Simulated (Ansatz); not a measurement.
[NH2···H···BH2], doublet along the distance N1-H4

Starting geometry:

```yaml
atoms:
  - { symbol: N, position_ang: [-1.1105, -0.0191, -0.0297] }
  - { symbol: H, position_ang: [-1.4077, 0.9487, -0.0297] }
  - { symbol: H, position_ang: [-1.4077, -0.4214, 0.8505] }
  - { symbol: H, position_ang: [-0.0980, -0.0191, -0.0297] }
  - { symbol: B, position_ang: [1.3615, -0.0191, -0.0297] }
  - { symbol: H, position_ang: [1.8706, -0.0191, 1.0473] }
  - { symbol: H, position_ang: [1.8706, -0.0191, -1.1067] }
```

From there H4 is moved from one fragment to the other while all else, the fragments' distance too, stays fixed; atoms are numbered as listed. Energies are in kcal/mol, counted from the starting geometry at the same level.

Basis cc-pVDZ; Ansatz 0.2.0. Correlated methods freeze the noble-gas cores. Prefix R: restricted or restricted open-shell reference; prefix U: unrestricted.

Full CI isn't at hand for all of this; UCCSDT(Q) serves as the reference, and is uncertain by about the last step of the cluster series. The frozen core follows each run's orbitals, which can shift R against U totals by a few meV.

| distance N1-H4 (Å) | RHF |
| --- | --- |
| 1.012 | 0.0 |
| 1.054 | 1.1 |
| 1.137 | 4.9 |
| 1.219 | 7.1 |
| 1.302 | 6.9 |

**Question.** Estimate the UCCSDT(Q) curve in cc-pVDZ from this one, knowing how RHF errs.

**Answer.** The computed UCCSDT(Q) values, in kcal/mol from the starting point, and the error of RHF against them:
| distance N1-H4 (Å) | UCCSDT(Q) | RHF less UCCSDT(Q) |
| --- | --- | --- |
| 1.012 | 0.0 | 0.0 |
| 1.054 | -0.4 | 1.6 |
| 1.137 | 0.9 | 4.0 |
| 1.219 | 3.3 | 3.8 |
| 1.302 | 6.4 | 0.5 |

The error spans 4.0 kcal/mol and is largest, 4.0 kcal/mol, at 1.137 Å.
